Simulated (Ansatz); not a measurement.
bcc Ta, relaxed in Ansatz (plane waves) with several semilocal functionals. Each gives its own volume and its own bulk modulus:

```csv
level,V0 (Å³/atom),bulk modulus (GPa),ln V0,ln B0
LDA,17.215,219.9,2.8458,5.3932
PBE-D3(BJ),17.731,206.2,2.8753,5.3288
r²SCAN-D4,17.978,202.6,2.8891,5.3112
PBE-D4,18.028,200.0,2.8919,5.2983
r²SCAN,18.048,201.1,2.8930,5.3038
PBE,18.282,194.4,2.9059,5.2699
```

### Question
Fit a straight line to ln B0 against ln V0. What does it predict for r²SCAN+rVV10, whose volume is 17.883 Å³/atom?

### Answer
With x = ln V0 and y = ln B0: means 2.88350 and 5.31753; Σ(Δx Δy) = -0.004339, Σ(Δx²) = 0.002182, so the slope is -1.99. At x = 2.8839 the line gives y = 5.31753 + (-1.99) × (2.8839 − 2.88350) = 5.3167, or 203.7 GPa. The run with r²SCAN+rVV10 gives 205.1 GPa, +0.7 % from the line. The rows used scatter about it by up to 0.5 %, while the largest value lies 13 % above the smallest. For comparison, PBE's own equation of state has B′ = 3.9, the slope −d ln B/d ln V at a fixed functional; the two needn't agree, since functionals also differ at one volume.

Measured: 198 GPa (measured, corrected for temperature and zero-point phonon effects, our sources range from 194 to 203; as tabulated in Levämäki et al. (2014), arXiv:1402.3671).

Ansatz's density-functional and Hartree–Fock values are scalar-relativistic unless marked +SOC, with PAW data made under PBE.

Ansatz is a first-principles code.
